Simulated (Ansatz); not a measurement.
# CH3B (triplet): the correlation ladder at distance B1–C2 = 2.404 Å, cc-pVDZ

How much of the correlation energy of CH3B (triplet) does each wave-function method recover here?

The runs use Ansatz 0.2.0, Gaussian basis; cc-pVDZ, core rule «outside noble gas», up to 2 orbitals frozen.

Plan: UHF; CCSD(T) on ROHF; CCSD(T) on UHF; BCCD(T) on ROHF; CISD; CCSDT(Q) on ROHF; CCSDT(Q) on UHF; CASSCF and MRCISD+Q, 4 electrons in 4 orbitals; CASSCF and NEVPT2, 4 electrons in 4 orbitals.

21 further runs of the same task are left out: 18 that didn't finish, 3 set aside as unsound or not needed.

## (1) What is computed

The geometry derives from a PBE0/def2-TZVP stationary point (not a proven minimum). One bond is set to the value named and the two fragments are kept rigid.

5 atoms, charge 0, spin multiplicity 3.

Atoms are counted from 1 here; the program's logs count them from 0.

Bond lengths: B1–H3 1.194 Å, C2–H4 1.092 Å, C2–H5 1.087 Å. Angles: H4–C2–H5 113.6°.

As a file:

```xyz
5

B     0.0000   -0.2423    1.3005
C     0.0000    0.1327   -1.0740
H     0.0000    0.5682    2.1768
H     0.0000    1.1260   -1.5267
H     0.0000   -0.6763   -1.8008
```

## (2) UHF

in.yaml reads:

```yaml
crystal:
  periodic: [false, false, false]
  atoms:
    - {symbol: B, position_ang: [0.000000, -0.242331, 1.300518]}
    - {symbol: C, position_ang: [0.000000, 0.132707, -1.074048]}
    - {symbol: H, position_ang: [0.000000, 0.568177, 2.176788]}
    - {symbol: H, position_ang: [0.000000, 1.126006, -1.526734]}
    - {symbol: H, position_ang: [0.000000, -0.676321, -1.800758]}
basis:
  gaussian: {orbitals: cc-pVDZ}
magnetization: {spin_polarized: true, initial_magnetization: 2}
hamiltonian: {xc: hf}
output: {orbitals: {seedname: orbitals}}
```

Command:

```
$ ansatz run in.yaml --threads 1 --pin off --events-out ev --progress --plain --max-ram 2393MiB
```

The runs that follow: CCSD(T) on ROHF; CCSD(T) on UHF; BCCD(T) on ROHF; CISD; CCSDT(Q) on ROHF; CCSDT(Q) on UHF; CASSCF and MRCISD+Q, 4 electrons in 4 orbitals; CASSCF and NEVPT2, 4 electrons in 4 orbitals.

**Question.** What will the summary of the whole plan be? Wanted: RCCSDT(Q) below the RHF energy; RMP2 from RCCSDT(Q); UMP2 from RCCSDT(Q); RCCSD from RCCSDT(Q); RCCSD(T) from RCCSDT(Q); UCCSD(T) from RCCSDT(Q); UCCSDT(Q) from RCCSDT(Q); NEVPT2 pair from RCCSDT(Q); MRCISD+Q pair from RCCSDT(Q).

As calculated:

```
                         quantity                      value
   RCCSDT(Q) below the RHF energy                 -6.4667 eV
              RMP2 from RCCSDT(Q)                +1375.0 meV
              UMP2 from RCCSDT(Q)                +1563.5 meV
             RCCSD from RCCSDT(Q)                 +278.7 meV
          RCCSD(T) from RCCSDT(Q)                  +68.0 meV
          UCCSD(T) from RCCSDT(Q)                  +75.5 meV
         UCCSDT(Q) from RCCSDT(Q)                   -2.7 meV
       NEVPT2 pair from RCCSDT(Q)                +1192.8 meV
     MRCISD+Q pair from RCCSDT(Q)                  +75.2 meV
levels within 1 kcal/mol (43 meV)  RCCSDT, UCCSDT, UCCSDT(Q)
                    T1 diagnostic                      0.038
```

What this shows: RCCSD(T) misses by +68.0 meV, 1.1 % of the correlation energy. Of the multireference levels listed MRCISD+Q pair comes nearest in total energy (+75.2 meV), which doesn't show that its space is the better one. These misses are within one basis, not against nature; the frozen cores of restricted and unrestricted runs differ, which can shift their rows.
